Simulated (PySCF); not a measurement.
## Phosphorus: a sound run and one with changed settings

Sound run: P [Ne] 3s2 3p3, P⁺ [Ne] 3s2 3p2. All numbers are calculated (PySCF 2.14, the non-relativistic Hamiltonian (point nucleus), in pcseg-2). The sound run starts from symmetry-adapted Hartree-Fock orbitals and uses a fine grid where one is needed.

Changed run: radial step 1.2 in ln r (0.13 in the sound run). This setting is unsound on purpose.

| species | method | sound run (hartree) | changed run (hartree) | converged |
| --- | --- | --- | --- | --- |
| P | UHF | -340.70921 | -340.70921 | yes |
| P | MN15 | -341.17336 | -340.75013 | yes |
| P | B3LYP | -341.28896 | -340.09305 | yes |
| P⁺ | UHF | -340.34439 | -340.34439 | yes |
| P⁺ | MN15 | -340.78823 | -340.30774 | yes |
| P⁺ | B3LYP | -340.90694 | -339.61905 | yes |

Ionisation energy of P:

```tsv
method	sound run (eV)	changed run (eV)
UHF	9.927	9.927
MN15	10.480	12.038
B3LYP	10.395	12.898
```

A coarse radial grid mis-integrates the density and the exchange-correlation energy, with errors of either sign; Hartree-Fock needs no grid.

For comparison, NIST gives 10.487 eV between the lowest levels.
